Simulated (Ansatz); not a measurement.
C₃H₆N₂O (`N/C=N\CC=O`) at its PBE0-D4/def2-TZVP geometry, where that method's forces vanish. Total charge 0; spin multiplicity 1.

```json
{"atom": "N1", "x (Å)": "0.5319", "y (Å)": "-1.0310", "z (Å)": "1.1849"}
{"atom": "C2", "x (Å)": "0.8680", "y (Å)": "-1.1049", "z (Å)": "-0.1279"}
{"atom": "N3", "x (Å)": "0.3041", "y (Å)": "-0.5466", "z (Å)": "-1.1286"}
{"atom": "C4", "x (Å)": "-0.8642", "y (Å)": "0.2718", "z (Å)": "-0.8461"}
{"atom": "C5", "x (Å)": "-0.3890", "y (Å)": "1.5547", "z (Å)": "-0.2189"}
{"atom": "O6", "x (Å)": "-0.4083", "y (Å)": "1.7626", "z (Å)": "0.9693"}
{"atom": "H7", "x (Å)": "1.1493", "y (Å)": "-1.4526", "z (Å)": "1.8546"}
{"atom": "H8", "x (Å)": "-0.0211", "y (Å)": "-0.2523", "z (Å)": "1.5143"}
{"atom": "H9", "x (Å)": "1.7096", "y (Å)": "-1.7655", "z (Å)": "-0.3381"}
{"atom": "H10", "x (Å)": "-1.3711", "y (Å)": "0.4856", "z (Å)": "-1.7905"}
{"atom": "H11", "x (Å)": "-1.5735", "y (Å)": "-0.2146", "z (Å)": "-0.1626"}
{"atom": "H12", "x (Å)": "0.0642", "y (Å)": "2.2927", "z (Å)": "-0.9103"}
```

(1) For each bond, give half the difference of the two atoms' forces along it (eV/Å; positive pushes the atoms apart) under PBE-D4, r2SCAN-D4, B3LYP-D4, ωB97M-V in def2-TZVPP. (Estimate.)

## Answers

(1) Ansatz gave: 
```
  bond  length (Å)  PBE-D4  r2SCAN-D4  B3LYP-D4  ωB97M-V
 N1–C2       1.357    0.01       0.08      0.24     0.32
 N1–H7       1.004    0.15      -0.02     -0.05    -0.06
 N1–H8       1.010    0.19      -0.03     -0.08    -0.14
 C2–N3       1.277    0.58       0.26      0.04    -0.11
 C2–H9       1.090   -0.06      -0.13     -0.20    -0.16
 N3–C4       1.454    0.06       0.17      0.19     0.20
 C4–C5       1.505   -0.23      -0.06      0.07     0.11
C4–H10       1.093    0.04      -0.09     -0.14    -0.10
C4–H11       1.099    0.12      -0.05     -0.09    -0.13
 C5–O6       1.206    1.03       0.41      0.26     0.11
C5–H12       1.108   -0.05      -0.06     -0.17    -0.18
```

B3LYP here is the variant with VWN-RPA as its local correlation; programs differ in this.
